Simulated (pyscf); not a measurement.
Structures and frequencies: ωB97X-D3(BJ)/def2-SVP in PySCF.

Q: For H₃Ge–Ge•(GeH₃)–GeH₃ (SMILES [GeH3][Ge]([GeH3])[GeH3]) + HCl (SMILES Cl) -> Cl–Ge•(GeH₃)–GeH₃ (SMILES [Cl][Ge]([GeH3])[GeH3]) + GeH₄ (SMILES [GeH4]), a four-centre exchange (doublet surface; Ge–Ge, Cl–H broken, Cl–Ge, Ge–H formed), PBE/def2-TZVP gives ΔE‡ = 102.9 kJ/mol and ΔE = -38.4 kJ/mol (zero: the separated reactants). In which direction and how far do B3LYP-D3(BJ)/def2-TZVP, M06-2X/def2-TZVP, ωB97M-D3(BJ)/def2-TZVP move these?

A: B3LYP-D3(BJ): ΔE‡ = 109.1 kJ/mol, ΔE = -42.0 kJ/mol; M06-2X: ΔE‡ = 126.5 kJ/mol, ΔE = -41.5 kJ/mol; ωB97M-D3(BJ): ΔE‡ = 133.0 kJ/mol, ΔE = -40.1 kJ/mol. PBE's barrier lies under all of them, by 6.2 to 30.1 kJ/mol. Its reaction energy lies over all of them, by 1.6 to 3.6 kJ/mol. This is the saddle that the search found; another between the same sides may lie lower. Elements up to Kr have no core potential and no relativistic terms here.
